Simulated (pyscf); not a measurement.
AlH [singlet] + H₃C–NH₂ → H₂N–CH₂–Al [singlet] + H₂ (four-centre exchange; singlet surface; Al–H, C–H broken, Al–C, H–H formed). Single points on ωB97X-D3(BJ)/def2-SVP structures (PySCF, gas phase). Energies in kJ/mol from the separated reactants.

```csv
level,barrier,reaction energy
ωB97X-D3(BJ)/def2-TZVP,71.7,-5.7
PBE/def2-TZVP,41.8,-6.9
B3LYP-D3(BJ)/def2-TZVP,76.4,+3.4
PBE0-D3(BJ)/def2-TZVP,?,?
M06-2X/def2-TZVP,?,-11.8
HF/def2-TZVP,175.6,+45.0
```

### Question
Complete the blanks.

### Answer

- PBE0-D3(BJ)/def2-TZVP, barrier: 52.4
- PBE0-D3(BJ)/def2-TZVP, reaction energy: -2.3
- M06-2X/def2-TZVP, barrier: 65.4

The functionals in the table span 34.6 kJ/mol in this barrier, from PBE to B3LYP-D3(BJ). On the reactant side the descent ends in an adduct with a Al–N contact, 84.4 kJ/mol under the separated species and 156.1 kJ/mol under the saddle at ωB97X-D3(BJ)/def2-TZVP. On the product side the descent ends in an adduct with a Al–N contact, 3.9 kJ/mol under the separated species and 81.3 kJ/mol under the saddle at ωB97X-D3(BJ)/def2-TZVP. At the saddle there is also a short Al–H contact that neither side keeps. H₂N–CH₂–Al [singlet] is closed by a dative Al–N contact. One saddle was located; it need not be the lowest between these sides.
